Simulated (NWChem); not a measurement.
chloroform (CHCl$_{3}$); SMILES ClC(Cl)Cl

```xyz
5

Cl     0.7912    -1.4856    -0.0834
C      0.0000     0.0000     0.4512
Cl     0.8909     1.4280    -0.0834
Cl    -1.6822     0.0576    -0.0834
H      0.0000     0.0000     1.5460
```
Atoms are numbered in this order, from 1.

All runs: NWChem. Structure relaxed at the PBE0/def2-SVP level. Total energies compare along this basis series because the functional is fixed.

| level | basis functions | energy (Ha) | highest occupied level (eV) | orbital gap (eV) | dipole (D) |
|---|---|---|---|---|---|
| PBE/3-21G | 50 | -1411.7820 | -7.56 | 5.61 | 1.41 |
| PBE/pcseg-1 | 73 | -1418.6288 | -7.59 | 5.51 | 1.14 |
| PBE/aug-pcseg-1 | 113 | -1418.6366 | -7.55 | 5.43 | 1.02 |
| PBE/pcseg-2 | 146 | -1418.7728 | -7.51 | 5.51 | 1.09 |
| PBE/def2-TZVPP | 171 | -1418.7439 | -7.42 | 5.48 | 1.02 |
